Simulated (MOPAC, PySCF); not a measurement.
OSi, SMILES `[O+]#[Si-]`, neutral singlet in the gas phase. 

Z-matrix (Å, degrees):
```
O
Si 1 1.5087
```
Charge 0, spin multiplicity 1.

All levels are single points at this geometry (PBE0-D4/def2-TZVP); Pople sets use spherical d functions. Orbital energies aren't observables, and empty levels follow the basis.

```
level                            HOMO (eV)  LUMO (eV)  gap (eV)  dipole (D)  vertical IE, Delta-SCF (eV)
-------------------------------  ---------  ---------  --------  ----------  ---------------------------
B3LYP-D3(BJ)/def2-TZVP in PySCF      -8.55      -2.14      6.41        3.10                        11.46
PBE0-D4/def2-TZVP in PySCF           -8.78      -1.94      6.84        3.05                        11.40
B3LYP/3-21G in PySCF                 -8.21      -1.64      6.57        1.98                            –
B3LYP/6-31G* in PySCF                -8.41      -1.84      6.56        2.59                        11.40
BP86/6-31G* in PySCF                 -7.38      -2.59      4.78        2.31                            –
M06-2X/6-31G* in PySCF               -9.90      -0.73      9.17        2.85                            –
SVWN5/6-31G* in PySCF                -7.37      -2.63      4.74        2.34                        11.43
HF/3-21G in PySCF                   -11.56       1.72     13.28        2.91                            –
HF/6-31G* in PySCF                  -11.77       1.46     13.23        3.35                        10.42
HF/STO-3G in PySCF                   -7.67       7.97     15.65        1.90                            –
AM1 in MOPAC                         -8.41      -0.04      8.37        1.48                            –
PM3 in MOPAC                         -9.01      -0.57      8.45        0.94                            –
PM7 in MOPAC                        -11.64      -0.13     11.51        3.48                            –
```
